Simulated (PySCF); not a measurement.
# One molecule, a ladder of functionals, a line

Molecule: `C[C@H]1CC=C1Cl`, C$_{5}$H$_{7}$Cl.

Mapped SMILES: `[CH3:1][C@H:2]1[CH2:3][CH:4]=[C:5]1[Cl:6]`. Each H is labelled by its parent atom. Ha(C3) is cis to C1 on the ring; Hb(C3) is trans to C1 on the ring.

GIAO shieldings (ppm, equivalent atoms averaged) in PySCF on the PBE0-D3(BJ)/def2-SVP geometry, basis pcSseg-1, gas phase, non-relativistic:

| functional | exact exchange (%) | σ(C2) | σ(C3) | σ(Cl6) |
| --- | --- | --- | --- | --- |
| BLYP | 0 | 124.7 | 136.7 | 678.7 |
| BP86 | 0 | 130.1 | 141.6 | 687.2 |
| PBE | 0 | 130.6 | 142.1 | 687.7 |
| B3LYP | 20 | 131.1 | 142.3 | 707.1 |
| PBE0 | 25 | 137.9 | 148.3 | 722.1 |
| mPW1PW91 | 25 | 137.1 | 147.4 | 720.4 |
| HF | 100 | 151.4 | 159.6 | 807.1 |

Task: Fit each shielding as a line in the percentage of exact exchange.

Result: σ(C2) = 129.1 + 0.23 x (rms 2.5 ppm); σ(C3) = 140.7 + 0.20 x (rms 2.2 ppm); σ(Cl6) = 685.9 + 1.23 x (rms 4.1 ppm). The functionals also differ in their semilocal parts, which the line can't hold; Hartree–Fock has no correlation at all.

Task: What does the line predict for BHandHLYP (50 %), and what does the run give?

Result: σ(C2): 140.6 predicted, 139.1 computed; σ(C3): 150.7 predicted, 149.2 computed; σ(Cl6): 747.4 predicted, 746.0 computed ppm.
